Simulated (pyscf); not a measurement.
F–BH–F + ethylene (H₂C=CH₂) -> F–BH–CH₂–CH₂–F (addition across a multiple bond or ene-type step; singlet surface; B–F broken, C–F, B–C formed). Structures and frequencies: ωB97X-D3(BJ)/def2-SVP in PySCF. Correlated levels are frozen-core, on RHF or UHF. ΔMP2 is the change of the MP2 total energy from the triple- to the quadruple-zeta basis. Energies in kcal/mol from the separated reactants.

```csv
level,barrier,reaction energy
ωB97X-D3(BJ)/def2-TZVP,35.1,+15.7
B3LYP-D3(BJ)/def2-TZVP,37.9,+20.5
PBE0-D3(BJ)/def2-TZVP,32.7,+14.8
ωB97M-D3(BJ)/def2-TZVP,36.6,+19.2
CCSD/def2-TZVPP,42.1,+21.3
CCSD(T)/def2-TZVPP,39.8,+21.4
CCSD(T)/def2-TZVPP + ΔMP2(QZVPP),…,…
```

Task: What belongs in the gaps?

Result: 
- CCSD(T)/def2-TZVPP + ΔMP2(QZVPP), barrier: 39.9
- CCSD(T)/def2-TZVPP + ΔMP2(QZVPP), reaction energy: +21.2

Of the functionals in the table, B3LYP-D3(BJ) is closest to CCSD(T)/def2-TZVPP + ΔMP2(QZVPP) in the barrier (2.0 kcal/mol apart) and PBE0-D3(BJ) least close (7.3 kcal/mol); that level has limits of its own. The same reactants have a lower exit, to H₃C–CH₂–B(F)–F (barrier +23.3 kcal/mol at ωB97M-D3(BJ)/def2-TZVP, against +36.6 kcal/mol here). F–BH–CH₂–CH₂–F lies 56.4 kcal/mol over its isomer H₃C–CH₂–B(F)–F (electronic energy, ωB97M-D3(BJ)/def2-TZVP). One saddle was located; it need not be the lowest between these sides. The CCSD(T) − MP2 part came from Ansatz, without density fitting, on the same reference.
